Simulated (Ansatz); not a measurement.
Geometry optimisation, Ansatz, UKS B3LYP-D4/def2-SVP.

Input:

```yaml
crystal:
  periodic: [false, false, false]
  atoms:
    - { symbol: H, position_ang: [0.684067, 1.004982, -1.33923] }
    - { symbol: C, position_ang: [0.059685, 0.319181, -0.753245] }
    - { symbol: C, position_ang: [-0.964568, -0.234312, -1.367075] }
    - { symbol: Si, position_ang: [0.35696, -0.125488, 1.090024] }
    - { symbol: H, position_ang: [-1.429862, -0.22872, -2.354399] }
    - { symbol: H, position_ang: [0.283015, 1.096592, 1.944435] }
    - { symbol: H, position_ang: [-0.693645, -1.08994, 1.507344] }
    - { symbol: H, position_ang: [1.704347, -0.742195, 1.272146] }
magnetization:
  spin_polarized: true
  initial_magnetization: 1
basis:
  gaussian: { orbitals: def2-SVP }
hamiltonian:
  xc: b3lyp
  dispersion: d4
relax:
  f_tol: 0.03
  max_steps: 50
```

Command:

```bash
$ ansatz run input.yaml --threads 2 --pin off --max-ram 3072MiB --backend cpu --events-out ev --progress --plain --runs-dir out
```

Problem. Where does it end, and by what steps?

Solution. The forces met the threshold. After 4 steps the energy has fallen by 0.036 eV; H1 moved furthest, 0.11 Å.

| step | energy less start (eV) | largest force component (eV/Å) | accepted |
| --- | --- | --- | --- |
| 0 | 0.0000 | 0.551 | yes |
| 1 | -0.0254 | 0.262 | yes |
| 2 | -0.0346 | 0.142 | yes |
| 3 | -0.0355 | 0.045 | yes |
| 4 | -0.0358 | 0.009 | yes |

```xyz
8
Properties=species:S:1:pos:R:3
H 0.701 0.986 -1.229
C 0.012 0.276 -0.730
C -0.986 -0.240 -1.409
Si 0.346 -0.130 1.079
H -1.411 -0.196 -2.415
H 0.298 1.118 1.898
H -0.671 -1.095 1.579
H 1.710 -0.719 1.227
```

Whether the end is a true minimum wasn't checked by a vibrational analysis.

Run time: 11 s on 2 threads of Intel(R) Xeon(R) Platinum 8259CL CPU @ 2.50GHz (Skylake/Cascade Lake), on a shared host, peak memory 0.18 GiB.
